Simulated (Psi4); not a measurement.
Psi4 input (wB97X-D/6-311+G**):

```
memory 1500 MB

molecule {
-1 1
C     1.22575544    0.17309225    0.00894148
C    -0.03107836    0.64387051   -0.00922939
H     1.47813325   -0.91357007    0.02636841
H     2.10642756    0.82312597    0.00806544
C    -1.09160938   -0.43922734   -0.00400391
H    -0.69725428   -1.48823368    0.01421419
H    -1.76093960   -0.33173915    0.86187210
H    -1.74477312   -0.35599558   -0.88476921
symmetry c1
no_reorient
no_com
}

set {
  basis 6-311+G**
  reference rks
  scf_type pk
  dft_radial_points 99
  dft_spherical_points 590
  e_convergence 1e-8
  d_convergence 1e-7
  maxiter 150
}

e = energy('wb97x-d')
print_out(f'\nFINAL {e:.10f} DIPOLE {variable("CURRENT DIPOLE")[0]:.6f} {variable("CURRENT DIPOLE")[1]:.6f} {variable("CURRENT DIPOLE")[2]:.6f}\n')
```

Problem. Predict the final energy.

Solution. -117.23376 Eh.
